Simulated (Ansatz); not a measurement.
# C2H4F2O2: how energies converge with the basis set

One table from this session's results is given with a row withheld; the runs are named, their logs left out.

Computed with Ansatz 0.2.0, Gaussian basis. Level: one geometry, several basis sets.

Levels to be run: PBE0-D4/def2-SVP; ωB97M-V/def2-SVP; PBE0-D4/def2-QZVPP; ωB97M-V/def2-QZVPP; the functionals' def2-TZVPP values are taken from earlier runs.

## The geometry

The geometry comes from an earlier relaxation with PBE0-D4 in a triple-zeta def2 set; it is a stationary point, not always the lowest conformer.

SMILES `COC(O)(F)F`, 10 atoms, charge 0, spin multiplicity 1.

Atoms are counted from 1 here; the program's logs count them from 0.

Bond lengths: C1–O2 1.423 Å, C1–H7 1.092 Å, C1–H8 1.088 Å, C1–H9 1.091 Å, O2–C3 1.353 Å, C3–O4 1.346 Å, C3–F5 1.362 Å, C3–F6 1.345 Å, O4–H10 0.963 Å. Angles: O2–C1–H7 110.7°, O2–C1–H8 105.8°, O2–C1–H9 110.9°, H7–C1–H8 109.6°, H7–C1–H9 110.0°, H8–C1–H9 109.8°, C1–O2–C3 115.9°, O2–C3–O4 110.2°, O2–C3–F5 110.3°, O2–C3–F6 112.1°, O4–C3–F5 110.9°, O4–C3–F6 108.2°, F5–C3–F6 105.0°, C3–O4–H10 107.9°.

The first run:

Contents of in.yaml:

```yaml
crystal:
  periodic: [false, false, false]
  atoms:
    - {symbol: C, position_ang: [-0.459633, -1.112458, 0.735516]}
    - {symbol: O, position_ang: [0.379454, -0.501045, -0.238085]}
    - {symbol: C, position_ang: [0.277892, 0.844158, -0.345413]}
    - {symbol: O, position_ang: [1.095550, 1.297202, -1.313610]}
    - {symbol: F, position_ang: [-1.013440, 1.201749, -0.591880]}
    - {symbol: F, position_ang: [0.598257, 1.469062, 0.801735]}
    - {symbol: H, position_ang: [-0.255872, -0.707429, 1.728457]}
    - {symbol: H, position_ang: [-0.213059, -2.171460, 0.715567]}
    - {symbol: H, position_ang: [-1.512171, -0.972637, 0.483977]}
    - {symbol: H, position_ang: [1.186322, 0.601754, -1.973165]}
basis:
  gaussian: {orbitals: def2-SVP}
hamiltonian: {xc: pbe0, dispersion: d4}
output: {orbitals: {seedname: orbitals}}
```

Steps of the session up to this table: PBE0-D4 in def2-SVP; ωB97M-V in def2-SVP; PBE0-D4 in def2-QZVPP; ωB97M-V in def2-QZVPP.

One of the session's tables, all rows but one given; the rest of the session is left out.

It belongs to the step «Density functionals: the series». 

```
functional       basis  HOMO (eV)  LUMO (eV)
   PBE0-D4    def2-SVP          ?          ?
   PBE0-D4  def2-TZVPP      -9.13       1.12
   PBE0-D4  def2-QZVPP      -9.17       0.63
   ωB97M-V    def2-SVP     -11.45       3.57
   ωB97M-V  def2-TZVPP     -11.59       2.56
   ωB97M-V  def2-QZVPP     -11.63       1.78
```

Q: Estimate the row for PBE0-D4, def2-SVP from the others.

The run gave: HOMO (eV): -9.01; LUMO (eV): 1.91. In the column «HOMO (eV)» it is the highest.
